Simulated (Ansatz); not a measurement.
CS, relaxed with RKS PBE0-D4/def2-TZVP in Ansatz from a GFN2-xTB geometry. The force threshold is 0.005 eV/Å; the program also tests the step.

Total charge 0; spin multiplicity 1.

Start:

```xyz
2

C    -0.246    0.612   -0.402
S     0.246   -0.612    0.402
```

**Question.** How much energy does the relaxation release, and in how many steps? (Estimate.)

**Answer.** Ansatz gave: 0.63 kJ/mol, in 4 steps, 1 of them rejected.

**Question.** Which bonds change most? (An estimate is asked.)

**Answer.** Ansatz gave: C1–S2 from 1.545 to 1.529 Å.

**Question.** Give the relaxed structure. (Best estimate.)

**Answer.** Computed: 
```xyz
2

C    -0.244    0.606   -0.398
S     0.244   -0.606    0.398
```
